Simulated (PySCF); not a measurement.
ethanethiol cation (C2H6S), SMILES SCC (connectivity only; charge and spin as stated), charge +1, multiplicity 2. Atoms are numbered in the order given.

```xyz
9

C      0.3304     1.6498     0.0000
C     -0.6322     0.4772     0.0000
S      0.0855    -1.1688     0.0000
H     -0.2589     2.5684     0.0000
H      0.9590     1.6499    -0.8916
H      0.9590     1.6499     0.8916
H     -1.3089     0.4538     0.8712
H     -1.3089     0.4538    -0.8712
H      1.4010    -0.8369     0.0000
```
Charge +1, spin multiplicity 2.

Geometry: TPSSh-D3(BJ)/def2-TZVP. A frequency run showed that this geometry is not a minimum. The spin state was assumed, not searched. The values are those of a single conformer.

Method: PBE/pcH-1 (PySCF).

Unrestricted Kohn–Sham, ⟨S²⟩ = 0.753. Hyperfine tensors hold the contact and dipolar terms, without spin-orbit corrections.

Computed hyperfine couplings:
```tsv
nucleus	A(iso) (MHz)	A(iso) (G)	dipolar principal values (MHz)
13C no. 1	-2.8	-1.0	-1.1, 0.5, 0.6
13C no. 2	-16.6	-5.9	-9.7, -8.8, 18.5
33S no. 3	13.8	4.9	-85.2, -81.2, 166.4
1H no. 4	-3.4	-1.2	-1.6, -1.6, 3.2
1H no. 5	17.1	6.1	-2.7, -1.6, 4.2
1H no. 6	17.1	6.1	-2.7, -1.6, 4.2
1H no. 7	162.3	57.9	-8.6, -3.3, 11.9
1H no. 8	162.3	57.9	-8.6, -3.3, 11.9
1H no. 9	-41.8	-14.9	-20.3, -0.6, 20.8
```

Q: And the g tensor (effective nuclear charges for spin-orbit coupling, GIAO)? (Estimate from the structure and the level; the computed values follow.)

A: principal values 2.0023, 2.0166, 2.0344; isotropic 2.0178.
